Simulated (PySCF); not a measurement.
Species: C5H7P.
Structure used (GFN2-xTB), in Å, numbered top down from 1:
```
atom  x, y, z in Å
P1     3.4017   -0.5663   -0.3619
C2     1.9817   -0.2092    0.1562
C3     0.6433    0.0907    0.5681
C4    -0.1560    1.0638   -0.3351
C5    -1.3164    0.0599   -0.3688
C6    -0.4165   -1.0015    0.2772
H7     0.6327    0.4052    1.6161
H8     0.3158    1.2071   -1.3056
H9    -0.3710    2.0358    0.1038
H10   -2.1483    0.3530    0.2688
H11   -1.7003   -0.1851   -1.3568
H12   -0.8174   -1.5089    1.1516
H13   -0.0535   -1.7441   -0.4311
```

Method used: PySCF, TDDFT wB97X-D/def2-SVPD, vertical, gas phase, core orbitals frozen in the response.

Frontier orbitals with the atoms that hold most of them (Löwdin shares over 4%, at most four atoms; ? is withheld):

```tsv
orbital	ε (eV)	atoms
LUMO+2	2.36	C2 14%, P1 13%, C5 11%, C6 11%
LUMO+1	0.84	P1 51%, C2 34%, C3 6%, H7 4%
LUMO	?	?
HOMO	-9.07	P1 40%, C2 39%, C3 8%, C6 6%
HOMO-1	-9.08	P1 40%, C2 39%, C3 8%, C4 4%
HOMO-2	-11.12	C6 23%, C4 22%, C5 22%, C3 8%
HOMO-3	-11.12	P1 20%, C5 12%, C4 10%, C6 10%
```

Question: Which atoms hold the LUMO, and with what shares?

Answer: P1 (bonded to C) 51%; C2 (bonded to C and P) 35%; C3 (bonded to 3 C and H) 4%. By element: phosphorus 51%, carbon 39% or more.

Question: What is the LUMO energy, and the HOMO–LUMO gap?

Answer: ε(LUMO) = 0.77 eV; the gap is 9.84 eV (0.3617 hartree).

Question: How does S1 compare with the orbital gap of 9.84 eV?

Answer: S1 is at 4.25 eV (f = 0.0000), 5.59 eV below the gap, made of HOMO-1→LUMO (51%), HOMO→LUMO+1 (40%). 

Next come S2 at 4.60 eV (f 0.0014), HOMO→LUMO (47%), HOMO-1→LUMO+1 (44%); S3 at 4.61 eV (f 0.0004), HOMO→LUMO+1 (51%), HOMO-1→LUMO (40%); S4 at 7.14 eV (f 0.729), HOMO-1→LUMO+1 (32%), HOMO→LUMO (28%), HOMO-4→LUMO+1 (11%); S5 at 7.17 eV (f 0.026), HOMO-3→LUMO (51%), HOMO-4→LUMO (24%).

One conformer stands for the species.
